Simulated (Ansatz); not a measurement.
Mulliken charges of C4H5F, SMILES `CC1=C(F)C1` from B3LYP/def2-TZVPP in Ansatz (PBE0-D4/def2-TZVP geometry).

```csv
atom,x (Å),y (Å),z (Å),charge (e)
C1,-1.416,-0.455,-0.159,-0.197
C2,0.014,-0.133,-0.137,-0.045
C3,1.240,-0.213,-0.495,0.209
F4,2.148,-0.756,-1.273,-0.178
C5,1.059,0.760,0.578,-0.232
H6,-2.009,0.439,-0.375,0.097
H7,-1.742,-0.830,0.815,0.097
H8,-1.639,-1.210,-0.914,0.096
H9,1.353,0.516,1.602,0.077
H10,1.077,1.831,0.362,0.077
```

Task: By hand: the dipole of these point charges (1 e Å = 4.8032 D).

Result: Σ q r = (-0.425, 0.036, 0.133) e Å, of length 0.447 e Å = 2.15 D.

Task: How does the dipole of the full density compare? (Estimate.)

Result: Ansatz gave: (-0.340, 0.029, 0.107) e Å, 1.72 D; the point charges give 1.25 times that, at 0° from its direction.

Point charges leave out the atoms' own dipoles, such as those of lone pairs, and Mulliken's split depends on the basis, so the two needn't agree.

B3LYP here is the variant with VWN-RPA as its local correlation; programs differ in this.
